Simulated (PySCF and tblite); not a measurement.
Values are calculated unless marked as measured or tabulated.
System: C3H5NO, numbered as in [NH2:1]/[CH:2]=[CH:3]/[CH:4]=[O:5].

Motion: rotation about the C3–C4 bond (torsion C2–C3–C4–O5 from 0° to 179°, rising). GFN2-xTB gives an electronic barrier of 11.4 kcal/mol and a reaction energy of 0.3 kcal/mol.

Question: What does BHandHLYP/pcSseg-1 + D3(BJ) give on GFN2-xTB geometries?

Answer: A barrier of 13.9 kcal/mol, 2.5 above the tight-binding barrier (from unrounded values), a reaction energy of 0.2 kcal/mol and, with GFN2-xTB thermal terms, ΔG‡(298 K) = 14.2 kcal/mol and k = 449 s⁻¹ (2 equivalent paths).

Programs: tblite and PySCF.
